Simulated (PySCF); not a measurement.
PySCF input (B3PW91/6-31G* (5d)):

```python
from pyscf import gto, dft

mol = gto.M(
    atom='''
    B    -0.00269306    0.50230670   -0.01136945
    F     1.14286566   -0.13323795    0.01059612
    F    -1.14136952   -0.14582133   -0.00427976
    ''',
    basis='6-31g*',
    charge=0,
    spin=1,
    verbose=4,
)

mf = dft.UKS(mol, xc='b3pw91')
mf.grids.level = 3
mf.conv_tol = 1e-9
mf.max_cycle = 100
mf.max_memory = 1500
mf.kernel()
if not mf.converged:
    mf = mf.newton()
    mf.kernel(mf.make_rdm1())
mo, _, stable, _ = mf.stability(return_status=True)
if not stable:
    mf.kernel(mf.make_rdm1(mo, mf.mo_occ))
    stable = mf.stability(return_status=True)[2]
mf.dip_moment()
```

Q: What final total energy does it give?

A: -224.47178 Eh.
